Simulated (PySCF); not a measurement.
C3H6. Atoms are numbered in the order given.

```xyz
9

C     -0.1625     1.2306     0.0000
C      0.4564    -0.1356     0.0000
C     -0.2221    -1.2749     0.0000
H      0.1523     1.8006     0.8796
H      0.1523     1.8006    -0.8796
H     -1.2529     1.1705     0.0000
H      1.5446    -0.1709     0.0000
H     -1.3086    -1.2858     0.0000
H      0.2812    -2.2356     0.0000
```
Charge 0, spin multiplicity 1.

Geometry: ωB97X-D3(BJ)/def2-TZVP.

The numbers are results of ωB97X-D3(BJ)/def2-TZVP (PySCF), not measurements.

No scaling factor is applied to the harmonic values.

Computed vibrational spectrum:
```json
[
 {"mode": "1", "ν (cm⁻¹)": "201", "IR (km/mol)": "0.4", "moving atoms (share of kinetic energy)": "H 86 %, C 14 %"},
 {"mode": "2", "ν (cm⁻¹)": "428", "IR (km/mol)": "1.0", "moving atoms (share of kinetic energy)": "C 53 %, H 47 %"},
 {"mode": "3", "ν (cm⁻¹)": "597", "IR (km/mol)": "12.8", "moving atoms (share of kinetic energy)": "H 83 %, C 17 %"},
 {"mode": "4", "ν (cm⁻¹)": "940", "IR (km/mol)": "2.8", "moving atoms (share of kinetic energy)": "C 63 %, H 37 %"},
 {"mode": "5", "ν (cm⁻¹)": "952", "IR (km/mol)": "3.5", "moving atoms (share of kinetic energy)": "H 87 %, C 13 %"},
 {"mode": "6", "ν (cm⁻¹)": "968", "IR (km/mol)": "51.2", "moving atoms (share of kinetic energy)": "H 75 %, C 25 %"},
 {"mode": "7", "ν (cm⁻¹)": "1037", "IR (km/mol)": "9.5", "moving atoms (share of kinetic energy)": "H 95 %"},
 {"mode": "8", "ν (cm⁻¹)": "1084", "IR (km/mol)": "2.9", "moving atoms (share of kinetic energy)": "H 61 %, C 39 %"},
 {"mode": "9", "ν (cm⁻¹)": "1201", "IR (km/mol)": "0.3", "moving atoms (share of kinetic energy)": "H 53 %, C 47 %"},
 {"mode": "10", "ν (cm⁻¹)": "1336", "IR (km/mol)": "0.1", "moving atoms (share of kinetic energy)": "H 79 %, C 21 %"},
 {"mode": "11", "ν (cm⁻¹)": "1416", "IR (km/mol)": "2.3", "moving atoms (share of kinetic energy)": "H 81 %, C 19 %"},
 {"mode": "12", "ν (cm⁻¹)": "1460", "IR (km/mol)": "0.9", "moving atoms (share of kinetic energy)": "H 82 %, C 18 %"},
 {"mode": "13", "ν (cm⁻¹)": "1487", "IR (km/mol)": "7.9", "moving atoms (share of kinetic energy)": "H 96 %"},
 {"mode": "14", "ν (cm⁻¹)": "1501", "IR (km/mol)": "16.5", "moving atoms (share of kinetic energy)": "H 95 %"},
 {"mode": "15", "ν (cm⁻¹)": "1749", "IR (km/mol)": "15.0", "moving atoms (share of kinetic energy)": "C 86 %, H 14 %"},
 {"mode": "16", "ν (cm⁻¹)": "3054", "IR (km/mol)": "23.0", "moving atoms (share of kinetic energy)": "H 97 %"},
 {"mode": "17", "ν (cm⁻¹)": "3112", "IR (km/mol)": "18.1", "moving atoms (share of kinetic energy)": "H 91 %, C 9 %"},
 {"mode": "18", "ν (cm⁻¹)": "3137", "IR (km/mol)": "7.3", "moving atoms (share of kinetic energy)": "H 91 %, C 9 %"},
 {"mode": "19", "ν (cm⁻¹)": "3154", "IR (km/mol)": "23.0", "moving atoms (share of kinetic energy)": "H 94 %"},
 {"mode": "20", "ν (cm⁻¹)": "3166", "IR (km/mol)": "10.9", "moving atoms (share of kinetic energy)": "H 92 %, C 8 %"},
 {"mode": "21", "ν (cm⁻¹)": "3243", "IR (km/mol)": "16.1", "moving atoms (share of kinetic energy)": "H 89 %, C 11 %"}
]
```
